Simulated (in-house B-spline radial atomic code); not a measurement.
Values are calculated unless marked as measured or tabulated.
Cl ion on N atom: potential, deflection and energy transfer

The pair potential comes from two frozen, spherical free-atom densities (PBE, B-spline radial code, scalar-relativistic past argon): electrostatics plus the change in Thomas-Fermi kinetic and Dirac exchange energy where they overlap, the recipe behind the universal ZBL potential, which averages such potentials (from solid-state densities) over many pairs. It is written V = (Z1 Z2 e²/r) φ(r/a), with e² = 14.3996 eV·Å and a = 0.46850 Å/(Z1^0.23 + Z2^0.23); ZBL's fit is φ = 0.18175 e^(−3.1998x) + 0.50986 e^(−0.94229x) + 0.28022 e^(−0.4029x) + 0.02817 e^(−0.20162x). Where φ falls below 4e-4 it is continued as an exponential.

Masses 35.45 and 14.01 u.

```csv
x = r/a,"φ, this pair","φ, ZBL"
0.1,0.902,0.8928
0.5,0.6412,0.6096
1.5,0.3305,0.2995
3,0.1529,0.1292
5,0.06541,0.05224
8,0.01907,0.01705
12,0.005184,0.00474
17,0.0009142,0.001212
```

Problem. At x = 3 the electrostatic, kinetic and exchange parts are 310.81, 383.32 and -44.81 eV. Find r, V and φ.

Solution. a = 0.46850/(1.9187 + 1.5645) = 0.13450 Å, so r = 0.40351 Å. V = 310.81 + 383.32 + (-44.81) = 649.32 eV. The bare repulsion is 17 × 7 × 14.3996/0.40351 = 4246.6 eV, so φ = 0.1529, +18.3 % against ZBL's 0.1292. The kinetic (Pauli) term is 59 % of V here.

Problem. The ion comes in at 4.498 keV with impact parameter 0.6725 Å. The scattering integral gives a centre-of-mass angle of 13.39° and a closest approach of 5.296 a. What are the reduced energy, the energy passed on and the laboratory angles?

Solution. ε = E a M2/(Z1 Z2 e² (M1 + M2)) = 4498 × 2.2234e-05 = 0.1. The most that one collision can pass on is γE with γ = 4 M1 M2/(M1 + M2)² = 0.8121. Here T = γE sin²(θ/2) = 0.8121 × 4498 × 0.0136 = 49.66 eV. The ion turns by arctan(sin θ/(cos θ + M1/M2)) = 3.8°, and the struck atom leaves at (180° − θ)/2 = 83.3°. The closest approach is 0.712 Å. With ZBL the angle would be 10.78° and T = 32.25 eV.
